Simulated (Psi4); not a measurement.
# B3LYP/6-31G(d) (Cartesian functions) run of BPH3F (SMILES FBP)

Aim: the vertical electron affinity of BPH3F at B3LYP/6-31G* (Cartesian functions), from 2 runs. 

Program for the calculation: Psi4 1.11.

2 further runs of the same task are left out: 2 set aside as unsound or not needed.

## (1) The system as given

BPH3F has 6 atoms, charge 0, and is taken as a singlet. SMILES: `FBP`. The shape is that of a GFN2-xTB optimisation. This is one conformer, not always the lowest.

Bond lengths: F1–B2 1.315 Å, B2–P3 1.888 Å, B2–H4 1.174 Å, P3–H5 1.380 Å, P3–H6 1.381 Å. Angles: F1–B2–P3 119.3°, F1–B2–H4 116.7°, P3–B2–H4 123.7°, B2–P3–H5 98.2°, B2–P3–H6 98.4°, H5–P3–H6 95.7°.

## (2) Energy and forces at B3LYP/6-31G(d) (Cartesian functions)

File bfh3p.xyz:

```xyz
6
BFH3P
F     -1.238930    -1.193530     0.673800
B     -0.166900    -0.827020     0.005390
P      0.654190     0.824070     0.409390
H      0.286690    -1.614800    -0.737810
H      0.951110     1.217450    -0.879180
H     -0.486160     1.593830     0.528400
```

File bfh3p.py:

```python
import psi4

psi4.set_memory(1600000000)
psi4.set_num_threads(1)
psi4.core.set_output_file('output.dat', False)

with open('bfh3p.xyz') as f:
    atoms = ''.join(f.readlines()[2:])
geom = psi4.geometry('0 1\n' + atoms + 'symmetry c1\nno_reorient\nno_com')

psi4.set_options({
    'basis': '6-31G*',
    'puream': False,
    'e_convergence': 1e-09,
    'd_convergence': 1e-08,
    'scf_type': 'pk',
    'dft_radial_points': 99,
    'dft_spherical_points': 590,
})

E, wfn = psi4.gradient('b3lyp', return_wfn=True)
psi4.oeprop(wfn, 'MULLIKEN_CHARGES', 'QUADRUPOLE', 'DIPOLE', title='B3LYP')
print('gradient / Eh bohr^-1')
print(E.np.round(6))
print(f'energy = {wfn.energy():.10f} Eh')
for k, v in sorted(psi4.core.scalar_variables().items()):
    print(f'{k:45s} {v:18.10f}')
```

Command:

```bash
python bfh3p.py
```

output.dat:

```text
[...]
  Running in c1 symmetry.
[...]
  Nuclear repulsion =   89.428122497960914
[...]
  Multiplicity = 1
[...]
  Nalpha       = 16
  Nbeta        = 16
[...]
    Number of basis functions: 55
[...]
   @RKS iter   1:  -467.82019442715779   -3.57601e-01   6.48617e-03 DIIS/ADIIS
[...]
   @RKS iter  11:  -467.88549544211531   -3.41061e-13   3.59467e-09 DIIS
[...]
  @RKS Final Energy:  -467.88549544211531
   => Energetics <=
    Nuclear Repulsion Energy =             89.4281224979609135
    One-Electron Energy =                -824.0599859353346801
    Two-Electron Energy =                 298.1689486269164036
    DFT Exchange-Correlation Energy =     -31.4225806316579330
    Empirical Dispersion Energy =           0.0000000000000000
    VV10 Nonlocal Energy =                  0.0000000000000000
    Total Energy =                       -467.8854954421153138
[...]
  -Total Gradient:
     Atom            X                  Y                   Z
    ------   -----------------  -----------------  -----------------
       1        0.011719193655     0.003448066977    -0.007277465503
       2        0.000353334740     0.001970507502     0.000299232814
       3       -0.013908906894     0.002589182018    -0.014122358241
       4       -0.006275677309     0.006332054235     0.008405285879
       5       -0.006488747977    -0.004259880854     0.016892349851
       6        0.014604350342    -0.010062551841    -0.004185410017
[...]
 Multipole Moments:
 ------------------------------------------------------------------------------------
     Multipole            Electronic (a.u.)      Nuclear  (a.u.)        Total (a.u.)
 ------------------------------------------------------------------------------------
 L = 1.  Multiply by 2.5417464519 to convert [e a0] to [Debye]
 Dipole X            :          2.6193947           -2.6841292           -0.0647345
 Dipole Y            :          2.6529845           -2.4931913            0.1597933
 Dipole Z            :        -21.4048205           21.0579930           -0.3468275
 Magnitude           :                                                    0.3873161
 L = 2.  Multiply by 1.3450342976 to convert [e a0^2] to [Debye ang]
 Quadrupole XX       :        -97.2436620           77.1222417          -20.1214203
 Quadrupole XY       :        -79.9358393           78.5814603           -1.3543789
[...]
  Mulliken Charges: (a.u.)
   Center  Symbol    Alpha    Beta     Spin     Total
       1     F     4.59746  4.59746  0.00000 -0.19493
       2     B     2.35925  2.35925  0.00000  0.28151
       3     P     7.57249  7.57249  0.00000 -0.14499
       4     H     0.51751  0.51751  0.00000 -0.03502
       5     H     0.47811  0.47811  0.00000  0.04377
       6     H     0.47517  0.47517  0.00000  0.04966
   Total alpha = 16.00000, Total beta = 16.00000, Total charge =  0.00000
```

On the terminal:

```text
gradient / Eh bohr^-1
[[ 0.011719  0.003448 -0.007277]
 [ 0.000353  0.001971  0.000299]
 [-0.013909  0.002589 -0.014122]
 [-0.006276  0.006332  0.008405]
 [-0.006489 -0.00426   0.016892]
 [ 0.014604 -0.010063 -0.004185]]
energy = -467.8854954421 Eh
CURRENT ENERGY                                   -467.8854954421
CURRENT REFERENCE ENERGY                         -467.8854954421
DD SOLVATION ENERGY                                 0.0000000000
DFT FUNCTIONAL TOTAL ENERGY                      -467.8854954421
DFT TOTAL ENERGY                                 -467.8854954421
DFT VV10 ENERGY                                     0.0000000000
DFT XC ENERGY                                     -31.4225806317
GRID ELECTRONS ALPHA                               16.0000000337
GRID ELECTRONS BETA                                16.0000000337
GRID ELECTRONS TOTAL                               32.0000000673
NUCLEAR REPULSION ENERGY                           89.4281224980
ONE-ELECTRON ENERGY                              -824.0599859353
PCM POLARIZATION ENERGY                             0.0000000000
PE ENERGY                                           0.0000000000
SCF ITERATION ENERGY                             -467.8854954421
SCF ITERATIONS                                     11.0000000000
SCF TOTAL ENERGY                                 -467.8854954421
TWO-ELECTRON ENERGY                               298.1689486269
XC GRID RADIAL POINTS                              99.0000000000
XC GRID SPHERICAL POINTS                          590.0000000000
XC GRID TOTAL POINTS                           333659.0000000000
```

It took 14 s on 1 thread of Intel Xeon Platinum 8488C (Sapphire Rapids), shared host; peak memory 0.7 GiB.

## (3) The doublet anion: a single-point energy at UB3LYP/6-31G(d) (Cartesian functions)

File bfh3p.json:

```json
{
  "schema_name": "qcschema_input",
  "schema_version": 1,
  "molecule": {
    "schema_name": "qcschema_molecule",
    "schema_version": 2,
    "symbols": ["F", "B", "P", "H", "H", "H"],
    "geometry": [-2.34123839, -2.25544482, 1.27329746, -0.31539529, -1.5628413, 0.01018562, 1.23623993, 1.55726661, 0.77363498, 0.54176558, -3.05152975, -1.39425883, 1.79733741, 2.30064707, -1.66140941, -0.91870925, 3.01190219, 0.99853128],
    "molecular_charge": -1,
    "molecular_multiplicity": 2,
    "fix_symmetry": "c1"
  },
  "driver": "energy",
  "model": {
    "method": "b3lyp",
    "basis": "6-31G*"
  },
  "keywords": {
    "reference": "uks",
    "puream": false,
    "e_convergence": 1e-09,
    "d_convergence": 1e-08,
    "scf_type": "pk",
    "dft_radial_points": 99,
    "dft_spherical_points": 590,
    "maxiter": 200,
    "scf_properties": ["MULLIKEN_CHARGES", "QUADRUPOLE", "MAYER_INDICES"]
  }
}
```

Command:

```bash
psi4 --qcschema bfh3p.json -n 1 --memory 1600MB
```

stdout, shortened:

```text
[...]
  Running in c1 symmetry.
[...]
  Nuclear repulsion =   89.428122536243592
[...]
  Multiplicity = 2
[...]
  Nalpha       = 17
  Nbeta        = 16
[...]
    Number of basis functions: 55
[...]
   @UKS iter   1:  -467.64679717669600   -1.84204e-01   9.80584e-03 DIIS/ADIIS
[...]
   @UKS iter  14:  -467.82906248866499   -2.38742e-12   9.45996e-09 DIIS
[...]
   @S^2 Observed:                7.535703308E-01
[...]
  @UKS Final Energy:  -467.82906248866499
   => Energetics <=
    Nuclear Repulsion Energy =             89.4281225362435919
    One-Electron Energy =                -832.0750703719471630
    Two-Electron Energy =                 306.4893402018810775
    DFT Exchange-Correlation Energy =     -31.6714548548424446
    Empirical Dispersion Energy =           0.0000000000000000
    VV10 Nonlocal Energy =                  0.0000000000000000
    Total Energy =                       -467.8290624886649880
[...]
 Multipole Moments:
 ------------------------------------------------------------------------------------
     Multipole            Electronic (a.u.)      Nuclear  (a.u.)        Total (a.u.)
 ------------------------------------------------------------------------------------
 L = 1.  Multiply by 2.5417464519 to convert [e a0] to [Debye]
 Dipole X            :         -1.8070774            1.4303349           -0.3767426
 Dipole Y            :         -1.9423542            2.2777050            0.3353507
 Dipole Z            :          2.2116062           -2.0361758            0.1754305
 Magnitude           :                                                    0.5340140
 L = 2.  Multiply by 1.3450342976 to convert [e a0^2] to [Debye ang]
 Quadrupole XX       :       -101.9100039           76.9610325          -24.9489714
 Quadrupole XY       :        -81.4607043           78.4741425           -2.9865618
[...]
  Mulliken Charges: (a.u.)
   Center  Symbol    Alpha    Beta     Spin     Total
       1     F     4.67217  4.61895  0.05322 -0.29112
       2     B     2.97084  2.05834  0.91250 -0.02918
       3     P     7.69247  7.69684 -0.00437 -0.38931
       4     H     0.56207  0.62254 -0.06047 -0.18461
       5     H     0.54601  0.50604  0.03997 -0.05205
       6     H     0.55644  0.49728  0.05915 -0.05372
   Total alpha = 17.00000, Total beta = 16.00000, Total charge = -1.00000
  Mayer Bond Indices:
[...]
```

The result, in JSON:

```text
{
 "driver": "energy",
 "model": {
  "method": "b3lyp",
  "basis": "6-31G*"
 },
 "success": true,
 "return_result": -467.829062488665,
 "properties": {
  "calcinfo_nbasis": 55,
  "calcinfo_nmo": 55,
  "calcinfo_nalpha": 17,
  "calcinfo_nbeta": 16,
  "calcinfo_natom": 6,
  "nuclear_repulsion_energy": 89.42812253624359,
  "return_energy": -467.829062488665,
  "scf_one_electron_energy": -832.0750703719472,
  "scf_two_electron_energy": 306.4893402018811,
  "scf_xc_energy": -31.671454854842445,
  "scf_dipole_moment": [-0.37674258601870747, 0.3353507354638574, 0.17543045277889968],
  "scf_total_energy": -467.829062488665,
  "scf_iterations": 14
 }
}
```

Run time: 16 s. Hardware: 1 thread of Intel Xeon Platinum 8488C (Sapphire Rapids), shared host; peak memory 0.7 GiB.

## (4) Summary of results

At B3LYP/6-31G* (Cartesian functions):

| quantity | value |
| --- | --- |
| singlet BPH3F: total energy | -467.88550 Eh |
| singlet BPH3F: dipole moment | 0.98 D |
| singlet BPH3F: HOMO energy | -7.25 eV |
| singlet BPH3F: LUMO energy | -0.90 eV |
| singlet BPH3F: HOMO–LUMO gap | 6.35 eV |
| singlet BPH3F: largest force on an atom | 1.028 eV/Å |
| doublet anion: total energy | -467.82906 Eh |
| doublet anion: HOMO energy (highest over α and β) | 4.05 eV |
| doublet anion: LUMO energy (lowest over α and β) | 6.66 eV |
| doublet anion: ⟨S²⟩ | 0.754 |
| vertical electron affinity (to the doublet anion) | -1.536 eV |

What this shows: The anion lies 1.54 eV (148 kJ/mol) above the neutral: the electron isn't bound at this level, and such a value depends on the basis. Without diffuse functions anions come out too high. The largest force (singlet BPH3F) is 1.03 eV/Å: the shape isn't a stationary point for this species at this level. The HOMO (doublet anion) lies at positive energy, 4.05 eV; only total energies tell whether the electron is bound.
